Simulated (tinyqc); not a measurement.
Pariser-Parr-Pople SCF with singles CI, for the molecule C=C(Cl)C(=O)F (SMILES; centres numbered as the heavy atoms are written), step by step. One step of it, computed by the program tinyqc.

Question. Iteration 2: orbitals and new P. Diagonalise F (the basis is taken as orthonormal) and form P = 2 sum c c over the lowest orbitals.

F (eV):
```
            1C         2C         3Cl         4C         5O          6F
1C   -5.623636  -5.459450    0.360118  -0.515045   0.509388    0.133075
2C   -5.459450  -6.959795   -2.175099  -3.977908   0.598647    0.145773
3Cl   0.360118  -2.175099  -12.440176   0.373586  -0.208606   -0.037248
4C   -0.515045  -3.977908    0.373586  -3.965138  -5.910714   -2.902248
5O    0.509388   0.598647   -0.208606  -5.910714  -8.927946    0.381787
6F    0.133075   0.145773   -0.037248  -2.902248   0.381787  -17.867966
```

pi electrons, sum of z_r less the charge = 8

Give: orbital energies; P after iteration 2.

Answer.

orbital energies (eV): -18.5988  -14.3419  -12.5490  -11.0306  -1.7170  2.4527

P after iteration 2:
```
          1C       2C      3Cl       4C       5O       6F
1C    0.8227   0.9015  -0.1876   0.1899  -0.2850  -0.0577
2C    0.9015   1.1084   0.1845   0.3632  -0.0893  -0.0397
3Cl  -0.1876   0.1845   1.9618  -0.0730   0.0170   0.0078
4C    0.1899   0.3632  -0.0730   0.6839   0.8233   0.2212
5O   -0.2850  -0.0893   0.0170   0.8233   1.4609  -0.1421
6F   -0.0577  -0.0397   0.0078   0.2212  -0.1421   1.9623
```
